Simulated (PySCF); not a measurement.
# BO₂: structure of the quartet

Where does quartet BO₂ go from a linear start, is the end point a minimum, and what are its modes, charges and moments?

Computed with PySCF 2.14.0. Level: B3LYP, basis B def2-TZVP, O def2-TZVP, no relativity, density fitting.

## 1. Where the work starts

3 atoms, charge 0, spin multiplicity 4.

Bond lengths: B1–O2 1.350 Å, B1–O3 1.350 Å. Angles: O2–B1–O3 180.0°.

```xyz
3
charge 0 multiplicity 4
B     0.0000    0.0000    0.0000
O     0.0000    0.0000    1.3500
O     0.0000    0.0000   -1.3500
```

## 2. First SCF at the start

One driver script runs all steps and calls PySCF; scf.py shows how it sets up the SCF of each step. The optimiser is the driver's own. After this first run the driver tries any further starts and a stability analysis.

Input file scf.py:

```python
from pyscf import gto, scf, dft
mol = gto.M(atom='''
B      0.000000     0.000000     0.000000
O      0.000000     0.000000     1.350000
O      0.000000     0.000000    -1.350000''',
    basis={'B': 'def2-TZVP', 'O': 'def2-TZVP'},
    charge=0, spin=3)
mf = dft.UKS(mol, xc='B3LYP')
mf.grids.atom_grid = (50, 194)
aux = {'B': 'def2-universal-JKFIT', 'O': 'def2-universal-JKFIT'}
mf = mf.density_fit(auxbasis=aux)
mf.conv_tol = 1e-08
mf.diis_space = 10
mf.max_cycle = 60
mf.init_guess = 'minao'
mf.verbose = 4
mf.kernel()
```

The run is started by

```sh
$ OMP_NUM_THREADS=4 python axn.py task.json out
```

Standard output:

```text
init E= -175.403245071498
[... the frontier-level lines of each cycle are left out ...]
cycle= 1 E= -175.06701107728  delta_E= 0.336  |g|= 0.248  |ddm|= 2.53
cycle= 2 E= -175.033351147863  delta_E= 0.0337  |g|= 0.419  |ddm|= 0.904
cycle= 3 E= -175.101521031558  delta_E= -0.0682  |g|= 0.0265  |ddm|= 0.228
cycle= 4 E= -175.102246013279  delta_E= -0.000725  |g|= 0.0154  |ddm|= 0.0832
cycle= 5 E= -175.102405885801  delta_E= -0.00016  |g|= 0.00275  |ddm|= 0.0315
cycle= 6 E= -175.102420288376  delta_E= -1.44e-05  |g|= 0.000362  |ddm|= 0.0129
cycle= 7 E= -175.102420515876  delta_E= -2.27e-07  |g|= 6.71e-05  |ddm|= 0.00192
cycle= 8 E= -175.102420520713  delta_E= -4.84e-09  |g|= 9.96e-06  |ddm|= 0.000433
Extra cycle  E= -175.102420520769  delta_E= -5.54e-11  |g|= 5.16e-06  |ddm|= 3.98e-05
converged SCF energy = -175.102420520769  <S^2> = 3.7996804  2S+1 = 4.0247636
```

This step, with its further starts and checks, needed 7.3 s of wall time on 4 threads of Arm Neoverse V1, shared host.

The starts that the driver tried:

```csv
start,energy (Eh)
the minimal-basis guess,-175.102421
a thermally smeared density,-175.102421
a smeared PBE density,-175.102421
```

The first run landed in a state that is too high. Following the other starts and the instabilities gains 12.6 kJ/mol (-175.10721 Eh), and the work goes on from there.

## 3. Relaxation: linear start, quartet

The program finds D∞h symmetry in the start, which this walk keeps. The walk stops when the largest gradient is under 0.0003 Eh/bohr and the energy has settled too.

Changes to scf.py since step 2:

```diff
@@ -15 +14,0 @@
-mf.init_guess = 'minao'
```

The optimiser's trace:

```csv
step,energy (Eh),change (kJ/mol),largest symmetric gradient (Eh/bohr)
0,-175.107211,0.00,0.01330
1,-175.107798,-1.54,0.00453
2,-175.107884,-1.76,0.00048
3,-175.107885,-1.77,0.00001
```

The walk took 2.6 s.

Positions (Å) and forces (eV/Å) along the way:

```
step 0
B    0.000   0.000   0.000   0.000   0.000   0.001
O    0.000   0.000   1.350   0.000   0.000   0.684
O    0.000   0.000  -1.350   0.000   0.000  -0.684
step 1
B    0.000   0.000   0.000   0.000   0.000   0.000
O    0.000   0.000   1.368   0.000   0.000   0.233
O    0.000   0.000  -1.368   0.000   0.000  -0.233
step 2
B    0.000   0.000   0.000   0.000   0.000   0.000
O    0.000   0.000   1.377   0.000   0.000   0.025
O    0.000   0.000  -1.377   0.000   0.000  -0.025
step 3
B    0.000   0.000   0.000   0.000   0.000   0.000
O    0.000   0.000   1.378   0.000   0.000   0.001
O    0.000   0.000  -1.378   0.000   0.000   0.000
```

End point (D∞h, 3 steps, 1.8 kJ/mol gained): B–O 1.378 Å (×2); O–B–O 180.0°.

## 4. Hessian and properties

The point is checked on the finer grid, and tightened if its gradient asks for it. The Hessian and the dipole derivatives come from central differences of analytic gradients, with steps of 0.02 bohr.

Changes to scf.py since step 3:

```diff
@@ -3,3 +3,3 @@
-B      0.000000     0.000000     0.000000
-O      0.000000     0.000000     1.350000
-O      0.000000     0.000000    -1.350000''',
+B     -0.000000     0.000000    -0.000000
+O      0.000000     0.000000     1.377800
+O     -0.000000     0.000000    -1.377800''',
@@ -9 +9 @@
-mf.grids.atom_grid = (50, 194)
+mf.grids.atom_grid = (75, 302)
@@ -12 +12 @@
-mf.conv_tol = 1e-08
+mf.conv_tol = 1e-10
```

The driver hands on the density of the step before, so the log starts near convergence.

Log of the central SCF (cycles and frontier levels):

```text
init E= -175.10790590377
[... the frontier-level lines of each cycle are left out ...]
cycle= 1 E= -175.107905903772  delta_E= -1.11e-12  |g|= 3.8e-07  |ddm|= 1.03e-06
Extra cycle  E= -175.107905903772  delta_E= -3.13e-13  |g|= 4.91e-07  |ddm|= 1.01e-06
converged SCF energy = -175.107905903772  <S^2> = 3.7667869  2S+1 = 4.0083846
```

The whole step took 11 s.

Geometry: D∞h; B–O 1.378 Å (×2); O–B–O 180.0°.

Wavenumbers (cm⁻¹): 2508i, 2508i, 559, 611. These are not to be trusted: the point is only loosely found or the SCF state changes between the displacements.

## 5. Following the imaginary mode

The start is the last point, displaced along its most imaginary mode.

The program finds C2v symmetry in the start, which this walk keeps.

Changes to scf.py since step 4:

```diff
@@ -3,3 +3,3 @@
-B     -0.000000     0.000000    -0.000000
-O      0.000000     0.000000     1.377800
-O     -0.000000     0.000000    -1.377800''',
+B     -0.000000    -0.120000    -0.000000
+O      0.000000     0.041298     1.377800
+O     -0.000000     0.041298    -1.377800''',
@@ -9 +9 @@
-mf.grids.atom_grid = (75, 302)
+mf.grids.atom_grid = (50, 194)
@@ -12 +12 @@
-mf.conv_tol = 1e-10
+mf.conv_tol = 1e-08
```

The optimiser's trace:

```csv
step,energy (Eh),change (kJ/mol),largest symmetric gradient (Eh/bohr)
0,-175.135149,0.00,0.09764
1,-175.180304,-118.55,0.04248
2,-175.201011,-172.92,0.05044
3,-175.215713,-211.52,0.03374
4,-175.220178,-223.24,0.01248
5,-175.220812,-224.91,0.00173
6,-175.220838,-224.97,0.00168
7,-175.220841,-224.98,0.00064
8,-175.220841,-224.98,0.00004
```

The walk took 9.7 s.

It settles in C2v symmetry, 225.0 kJ/mol below the start, after 8 steps: B–O 1.350 Å (×2); O–B–O 99.3°.

## 6. Frequencies

As before: finer grid, then central differences.

Changes to scf.py since step 5:

```diff
@@ -3,3 +3,3 @@
-B     -0.000000    -0.120000    -0.000000
-O      0.000000     0.041298     1.377800
-O     -0.000000     0.041298    -1.377800''',
+B     -0.000000    -0.649062     0.000000
+O      0.000000     0.223262     1.029671
+O     -0.000000     0.223262    -1.029671''',
@@ -9 +9 @@
-mf.grids.atom_grid = (50, 194)
+mf.grids.atom_grid = (75, 302)
@@ -12 +12 @@
-mf.conv_tol = 1e-08
+mf.conv_tol = 1e-10
```

SCF at the final geometry:

```text
init E= -175.220823236616
[... the frontier-level lines of each cycle are left out ...]
cycle= 1 E= -175.220823236615  delta_E= 8.81e-13  |g|= 1.01e-06  |ddm|= 1.08e-06
Extra cycle  E= -175.220823236614  delta_E= 1.14e-12  |g|= 1.54e-06  |ddm|= 1.31e-06
converged SCF energy = -175.220823236614  <S^2> = 3.7782812  2S+1 = 4.0141157
```

The whole step needed 14 s of wall time on 4 threads of Arm Neoverse V1, shared host.

Geometry: C2v; B–O 1.350 Å (×2); O–B–O 99.5°.

Harmonic modes (main isotopes):

| symmetry | ω (cm⁻¹) | IR (km/mol) | μ (u) |
| --- | --- | --- | --- |
| a1 | 487 | 15.6 | 14.76 |
| b2 | 955 | 123 | 12.45 |
| a1 | 1296 | 61.4 | 12.76 |

All wavenumbers are real: a minimum.

Properties at this point:

```yaml
Dipole_moment: 0.58 D
Highest_occupied_level: -7.05 eV
Lowest_empty_level: -6.84 eV
Rotational_constants: 2.705, 0.497, 0.4199 cm⁻¹
Zero-point_energy: 16.4 kJ/mol
Principal_polarisabilities: 19.5, 21.9, 37.4 bohr³
Atomisation_energy_without_zero-point_energy: 957 kJ/mol
Principal_traceless_quadrupole_moments_about_the_centre_of_mass: -1.26, -0.98, 2.24 D Å
Entropy_at_298.15_K_and_1_bar_electronic_part_spin_only: 251.1 J/(mol K)
Heat_capacity_Cp_at_298.15_K: 41.0 J/(mol K)
Enthalpy_at_298.15_K_above_0_K: 10.67 kJ/mol
Rotational_symmetry_number: 2
Spin_squared_⟨S²⟩: 3.778
```

Charges (e) and bond orders:

```json
{"atom": "B1", "Mulliken": "0.11", "Löwdin": "-0.78", "polar tensor": "0.01", "spin (Mulliken)": "0.70", "Mayer order to B1": "–"}
{"atom": "O2,3", "Mulliken": "-0.05", "Löwdin": "0.39", "polar tensor": "0.00", "spin (Mulliken)": "1.15", "Mayer order to B1": "1.34"}
```

Mulliken populations on B1: s 3.08, p 1.59, d 0.20, f 0.03.

## 7. What came out

```
                                          quantity                          value
                                           minimum                   quartet, C2v
                                          geometry  B–O 1.350 Å (×2); O–B–O 99.5°
                                wavenumbers (cm⁻¹)  487 (a1), 955 (b2), 1296 (a1)
                                     dipole moment                         0.58 D
highest occupied, lowest empty level (either spin)                -7.05, -6.84 eV
                         polar-tensor charge of B1                        +0.01 e
                                 zero-point energy                    16.4 kJ/mol
                               entropy at 298.15 K                251.1 J/(mol K)
         atomisation energy (no zero-point energy)                     957 kJ/mol
                                              ⟨S²⟩                          3.778
```

**Reading.** The linear start (D∞h) ends in a minimum of C2v symmetry. The strongest infrared band lies at 955 cm⁻¹ (b2). The first SCF alone would have been 13 kJ/mol too high. Only this shape and spin were tried, so other structures or states may lie lower.

The search up to here took 45 s.
